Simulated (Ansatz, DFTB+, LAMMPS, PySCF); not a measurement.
Ladder of methods for the equilibrium lattice constant a of diamond-structure Si

Reference value: 5.421 Å (measured, static lattice: zero-point anharmonic expansion removed; as tabulated in Mejia-Rodriguez and Trickey (2018), arXiv:1807.09216).

**Question.** What do Tersoff Si.tersoff.modc, DFTB Si–O set cp2k-nonscc-sid, SNAP Si_Zuo_JPCA2020.quadratic.snap, LDA, PBE, PBE-D4, r²SCAN+rVV10, Hartree–Fock, MP2 give, and how far is each from the reference?

**Answer.** 
```tsv
level (code)	value (Å)	error (%)
Tersoff Si.tersoff.modc (LAMMPS)	5.434	+0.24
DFTB Si–O set cp2k-nonscc-sid (DFTB+)	5.392	-0.53
SNAP Si_Zuo_JPCA2020.quadratic.snap (LAMMPS)	5.464	+0.79
LDA (Ansatz)	5.402	-0.35
PBE (Ansatz)	5.470	+0.90
PBE-D4 (Ansatz)	5.420	-0.02
r²SCAN+rVV10 (Ansatz)	5.436	+0.28
Hartree–Fock (Ansatz)	5.506	+1.57
MP2 (PySCF)	5.403 ± 0.02	-0.33
```

Leaving aside DFTB Si–O set cp2k-nonscc-sid (files made for compounds): Once the reference is moved by up to 0.11 % (a margin picked here for doubts on the reference and the settings) and values within 0.10 % count as equal, the nearest can be PBE-D4 (-0.02 %), Tersoff Si.tersoff.modc (+0.24 %) or r²SCAN+rVV10 (+0.28 %). Among them Hartree–Fock (+1.57 %) misses by most. Within 0.5 %: Tersoff Si.tersoff.modc, LDA, PBE-D4, r²SCAN+rVV10, MP2.

A ± on a computed value is a rough bar: the spread of its extrapolation, a floor set from checks against published values, or a statistical error. DFTB Si–O set cp2k-nonscc-sid: this tight-binding set is not self-consistent in the charges. Cutoffs and k meshes differ between the levels. Ansatz's density-functional and Hartree–Fock values are scalar-relativistic unless marked +SOC, with PAW data made under PBE.

Empirical potentials (Tersoff Si.tersoff.modc) are fitted to chosen data: where that held the value shown, agreement is built in, and what lay outside the fit can be far off. Machine-learned potentials (SNAP Si_Zuo_JPCA2020.quadratic.snap) are trained on DFT data: a solid inside that data is no test of them.

Differences are worked out from the printed values.

Ansatz is a program for electronic structure.
